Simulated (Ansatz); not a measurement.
CF2 (SMILES F[C]F): methods side by side

CF2 has 3 atoms, charge 0, and is taken as a singlet. As SMILES, `F[C]F`. Geometry: relaxed at GFN2-xTB.

```xyz
3

F     0.3969    1.0328    0.3328
C     0.3268   -0.2722    0.1497
F    -0.7238   -0.7606   -0.4825
```

Each level gives the energy change with the F1–C2 bond stretched from 1.320 to 1.979 Å (eV). The values are calculated.

| level | kind | program | value (eV) | less FCI/STO-3G |
| --- | --- | --- | --- | --- |
| HF/STO-3G (restricted) | Hartree–Fock | Ansatz | 4.82 | +2.26 |
| BLYP/STO-3G (restricted) | GGA | Ansatz | 2.46 | -0.10 |
| PBE/STO-3G (restricted) | GGA | Ansatz | 2.64 | +0.08 |
| B3LYP/STO-3G (restricted) | global hybrid | Ansatz | 3.18 | +0.62 |
| wB97X/STO-3G (restricted) | range-separated hybrid | Ansatz | 3.65 | +1.09 |
| B2PLYP/STO-3G (restricted) | double hybrid | Ansatz | 3.37 | +0.81 |
| RPA@PBE/STO-3G (restricted) | RPA | Ansatz | 2.46 | -0.10 |
| CCSD(T)/STO-3G (restricted) | coupled cluster or CI | Ansatz | 2.67 | +0.11 |
| FCI/STO-3G | exact in the basis | Ansatz | 2.56 | 0.00 |

FCI/STO-3G is exact within its basis and frozen core, so for wave-function methods in that basis the difference is their error; functionals converge differently with the basis, so for them it is only a difference. Spin-restricted single references rise too steeply as a bond breaks, Hartree–Fock most of all. The first shape isn't each level's own minimum. The values span 2.46 to 4.82 eV. All rows use very small basis sets, so even the best lies far from the true value.
